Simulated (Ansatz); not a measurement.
Frontier orbitals of AlH6PSi (`[SiH3][AlH][PH2]`).

Charge 0, multiplicity 1. The structure was optimised at the PBE0-D4/def2-TZVP level. It is one conformer, not always the lowest. Basis def2-TZVPP, Ansatz.

Orbital energies of one run (eV). Highest occupied ones, from the top: -9.31, -10.21, -11.27, -12.26, -12.27, -13.45, -13.86, -17.95, -20.61, -76.15, -76.18, -76.39, -101.32, -101.34. Empty: -0.12, 1.74, 2.11, 2.37, 2.86, 3.02.

Q: Which functional gave them?
A. LDA (SPW92)
B. CAM-B3LYP
C. ωB97X-V
D. BHLYP

A: C. HOMO energies: ωB97X-V -9.31, LDA (SPW92) -6.24, CAM-B3LYP -8.33, BHLYP -8.00 eV.
